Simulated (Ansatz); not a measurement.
Input file:

```yaml
crystal:
  periodic: [false, false, false]
  atoms:
    - {symbol: Ge, position_ang: [0.000000, 0.000000, 0.000000]}
    - {symbol: Al, position_ang: [0.000000, 0.000000, 4.981000]}
basis:
  gaussian: {orbitals: cc-pVDZ}
total_charge: 1
magnetization: {spin_polarized: true, initial_magnetization: 0}
correlation: {method: ccsd_t, electrons: outside_noble_gas}
output: {forces: true}
```

```sh
$ ansatz run in.yaml --threads 1 --pin off --events-out ev --progress --plain --max-ram 2393MiB
```

Output:

```
511 factors; integrals over basis functions are off by at most 1.8e-4 eV
mean field evaluation 1: about -63046.3247 eV, gradient 4.1e0 eV
mean field evaluation 2: about -63046.3261 eV, gradient 4.0e0 eV
mean field evaluation 4: about -63046.5190 eV, gradient 2.5e-1 eV
mean field evaluation 8: about -63046.5204 eV, gradient 5.4e-7 eV
mean field evaluation 16: about -63047.4852 eV, gradient 8.5e-3 eV
mean field evaluation 32: about -63047.4919 eV, gradient 2.5e-4 eV
mean field evaluation 64: about -63044.4817 eV, gradient 9.2e0 eV
mean field evaluation 96: about -63045.8335 eV, gradient 2.8e-3 eV
mean field evaluation 128: about -63047.4918 eV, gradient 2.9e-3 eV
mean field evaluation 160: about -63047.4918 eV, gradient 1.1e-2 eV
...
mean field -63047.49185955 eV, -2316.9525907137 hartree, gradient 1.5e-7 eV, S^2 1.024776; 25 other end points of the search recorded, 0 dependent functions left out
determinant -63047.49185955 eV, -2316.9525907137 hartree, with singles and doubles -63050.09289862 eV, -2317.0481771363 hartree
determinant -63047.22568729 eV, -2316.9428090635 hartree, with singles and doubles -63049.84657536 eV, -2317.0391249235 hartree
determinant -63046.52044679 eV, -2316.9168919532 hartree, with singles and doubles -63049.58981018 eV, -2317.0296889772 hartree
determinant -63045.93784377 eV, -2316.8954816872 hartree, with singles and doubles -63049.04023379 eV, -2317.0094924173 hartree
determinant -63045.83353104 eV, -2316.8916482649 hartree, with singles and doubles -63048.36066584 eV, -2316.9845187557 hartree
determinant -63045.81224983 eV, -2316.8908661948 hartree, with singles and doubles -63048.36895644 eV, -2316.9848234299 hartree
determinant -63045.80393330 eV, -2316.8905605682 hartree, with singles and doubles -63048.37149092 eV, -2316.9849165703 hartree
determinant -63045.75636955 eV, -2316.8888126323 hartree, with singles and doubles -63048.42726985 eV, -2316.9869664080 hartree
determinant -63044.06586699 eV, -2316.8266878094 hartree, with singles and doubles -63045.71421355 eV, -2316.8872634280 hartree
determinant -63044.03273995 eV, -2316.8254704130 hartree, with singles and doubles -63045.67989779 eV, -2316.8860023471 hartree
determinant -63047.49185955 eV, -2316.9525907137 hartree, with singles and doubles -63050.12419334 eV, -2317.0493271963 hartree
determinant -63047.22568729 eV, -2316.9428090635 hartree, with singles and doubles -63049.86736098 eV, -2317.0398887811 hartree
determinant -63046.52044679 eV, -2316.9168919532 hartree, with singles and doubles -63049.61137874 eV, -2317.0304816070 hartree
19 core orbitals not correlated: weight in the atoms' cores, before any rotation towards them, 1.000 or more for the frozen orbitals, at most 0.000 for the correlated occupied ones
reference -63047.49185955 eV, -2316.9525907137 hartree; 3, 3 occupied and 23, 23 virtual orbitals, 511 factors
second order -1.69108711 eV of doubles, -0.00000000 eV of singles
...
cycle   9  -2.63233205 eV  change   -2.7e-8 eV  update   1.1e-7
cycle  10  -2.63233202 eV  change    2.4e-8 eV  update   1.3e-7
cycle   1  -2.63233195 eV  update   1.4e-7
cycle   2  -2.63233184 eV  change    1.1e-7 eV  update   1.0e-7
cycle   3  -2.63233172 eV  change    1.2e-7 eV  update   7.7e-8
cycle   4  -2.63233159 eV  change    1.3e-7 eV  update   5.7e-8
cycle   5  -2.63233150 eV  change    9.5e-8 eV  update   3.5e-8
cycle   6  -2.63233146 eV  change    3.8e-8 eV  update   1.8e-8
cycle   7  -2.63233145 eV  change    6.0e-9 eV  update   8.9e-9
cycle   8  -2.63233145 eV  change    2.0e-9 eV  update   4.6e-9
perturbative correction -0.10337856 eV, -0.0037990920 hartree
WARN: the results are in doubt because among natural orbitals the method converges to other amplitudes
the calculation of the forces begins
Total energy: -63050.22756956 eV, -2317.0531262022 hartree
Atom 0 at     0.000000     0.000000     0.000000 Å, force    -0.000000    -0.000000     0.183011 eV/Å
Atom 1 at     0.000000     0.000000     4.981000 Å, force     0.000000     0.000000    -0.183011 eV/Å
Dipole moment:     0.000000     0.000000     3.095133 e Å
In doubt: among natural orbitals the method converges to other amplitudes
```

Forces (eV/Å):
```
Ge   0.000  0.000  0.183
Al   0.000  0.000 -0.183
```

The determinant's ⟨S²⟩ is 1.02 against 0.00 for a pure state.

Ran on 1 thread of Arm Neoverse V1, shared host: 20 s wall, 0.18 GiB peak host memory.
